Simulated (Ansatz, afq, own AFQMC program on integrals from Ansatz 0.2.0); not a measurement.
## Atomization energy of CuCl, triplet

```yaml
atoms:
  - { symbol: Cu, position_ang: [0.0000, 0.0000, 0.0000] }
  - { symbol: Cl, position_ang: [0.0000, 0.0000, 2.1406] }
```

Atoms in their ground-state spins without spin–orbit coupling (mostly on UHF) minus the molecule (UHF), without zero-point energy. The geometry is a stationary point, not shown to be a minimum.

Basis def2-TZVP. Only valence electrons are correlated. AFQMC by an in-house program on the Cholesky factors that Ansatz 0.2.0 writes for its CCSD(T) run. The CISD trial takes its coefficients from CCSD amplitudes. Released means that phaseless walkers are propagated on without the constraint, phases kept. Uncertainties: one standard error, sampling alone. The metal's outer-core s and p shells are frozen, which shifts wave-function levels against functionals. The errors of all members are added in quadrature.

No full CI on the walks' own integrals is used here; CCSDT(Q) serves as the reference and is uncertain by about the last step of the cluster series. Each member takes its own surest rung, up to full CI.

The best estimate is CCSD(T) at the basis-set limit (CBS: def2-TZVPP and def2-QZVPP, with their diffuse functions for anions and beside diffuse sets, CCSD(T) itself extrapolated) plus the step from CCSD(T) to CCSDT(Q) in def2-TZVP. Rows without CBS are in def2-TZVP; B2PLYP and the wave-function rows carry a basis error of their own. Core correlation and relativity beyond core potentials are missing, and ± holds the sampling alone.

Cautions: no relativity below Rb; outer-core shells of the metal frozen; CuCl (triplet): another spin lies lower, its ph-AFQMC/CISD value lies 34 ± 7 meV above CCSDT(Q); Cu (doublet): its ph-AFQMC/CISD value lies 23 ± 3 meV above CCSDT(Q).

| level | atomization energy (kcal/mol) |
| --- | --- |
| B3LYP | 23.7 |
| B2PLYP | 18.8 |
| PBE0 | 28.8 |

Question: From these cheaper values, estimate the atomization energy at the level of the best estimate.

Answer: 30.6 kcal/mol (best estimate, highest rung CCSDT(Q)).

```json
{"level": "HF", "atomization energy (kcal/mol)": "47.4", "error against the best estimate (kcal/mol)": "16.7"}
{"level": "MP2", "atomization energy (kcal/mol)": "10.0", "error against the best estimate (kcal/mol)": "-20.6"}
{"level": "CCSD", "atomization energy (kcal/mol)": "28.7", "error against the best estimate (kcal/mol)": "-1.9"}
{"level": "CCSD(T)", "atomization energy (kcal/mol)": "27.5", "error against the best estimate (kcal/mol)": "-3.1"}
{"level": "CCSDT", "atomization energy (kcal/mol)": "28.0", "error against the best estimate (kcal/mol)": "-2.6"}
{"level": "CCSDT(Q)", "atomization energy (kcal/mol)": "28.5", "error against the best estimate (kcal/mol)": "-2.1"}
{"level": "ph-AFQMC/CISD", "atomization energy (kcal/mol)": "28.4 ± 0.2", "error against the best estimate (kcal/mol)": "-2.2 ± 0.2"}
{"level": "released AFQMC", "atomization energy (kcal/mol)": "28.1 ± 0.4", "error against the best estimate (kcal/mol)": "-2.6 ± 0.4"}
{"level": "HF/CBS", "atomization energy (kcal/mol)": "53.8", "error against the best estimate (kcal/mol)": "23.1"}
{"level": "MP2/CBS", "atomization energy (kcal/mol)": "11.3", "error against the best estimate (kcal/mol)": "-19.3"}
{"level": "CCSD(T)/CBS", "atomization energy (kcal/mol)": "29.6", "error against the best estimate (kcal/mol)": "-1.0"}
{"level": "PBE", "atomization energy (kcal/mol)": "32.1", "error against the best estimate (kcal/mol)": "1.5"}
{"level": "r2SCAN", "atomization energy (kcal/mol)": "37.0", "error against the best estimate (kcal/mol)": "6.4"}
{"level": "wB97M-V", "atomization energy (kcal/mol)": "27.9", "error against the best estimate (kcal/mol)": "-2.8"}
```

Correlation beyond CCSD(T) adds 1.0 kcal/mol. Going to the basis-set limit adds 2.1 kcal/mol at CCSD(T). The perturbative (T) step is worth −1.2 kcal/mol.

Best estimates are given only where the step beyond CCSD(T) is under 0.3 eV and no member's determinant is very poor (T1 over 0.05, or 0.07 for open shells, ⟨S²⟩ too high by 0.3, two states mixed), so the hardest cases are missing from such tables.

The functionals ran in a triple-zeta set and keep a basis error of their own, a few kJ/mol for each bond in atomization energies and more for double hybrids, so close places among them and the extrapolated levels can swap.

CCSDT and higher add their correlation energy to the determinant of the CCSD(T) run, since their own runs factorise the integrals more tightly (a shift of under 2 meV). Each member of a difference takes its own highest rung, so a best estimate needn't equal the limit plus the step of one row. A walk keeps the symmetry of its determinant, which the program's search chose and which needn't be the lowest solution, so a lower state of the same spin and another symmetry isn't excluded. Released energies are given only where the last usable release times agree within the noise; a slower fall can still hide under it.
